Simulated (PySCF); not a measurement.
**NH3: PBE0 against B3LYP**

Base calculation in PySCF with density fitting and no spin–orbit coupling, PBE0/def2-TZVP (no relativity): singlet, C3v, N–H 1.013 Å (×3); H–N–H 107.1° (×3); wavenumbers 1031, 1670 (×2), 3503, 3633 (×2) cm⁻¹; dipole moment 1.69 D, gap between the highest occupied and lowest empty levels 8.63 eV, polar-tensor charge of N -0.47 e, atomisation energy (no zero-point energy) 1224 kJ/mol.

Problem. What changes on going to B3LYP/def2-TZVP (no relativity)?

Solution. The point group stays the same. Changes: mean bond to N +0.001 Å, smallest bond angle +0.2 degrees, highest wavenumber -47 cm⁻¹, lowest wavenumber -5 cm⁻¹, dipole moment -0.02 D, gap between the highest occupied and lowest empty levels -0.69 eV, polar-tensor charge of N +0.02 e, atomisation energy (no zero-point energy) +24 kJ/mol. The new structure has N–H 1.014 Å (×3); H–N–H 107.3° (×3), with wavenumbers 1026, 1671 (×2), 3465, 3586 (×2) cm⁻¹.

The structures come from searches over a few start shapes, so lower isomers are not excluded.
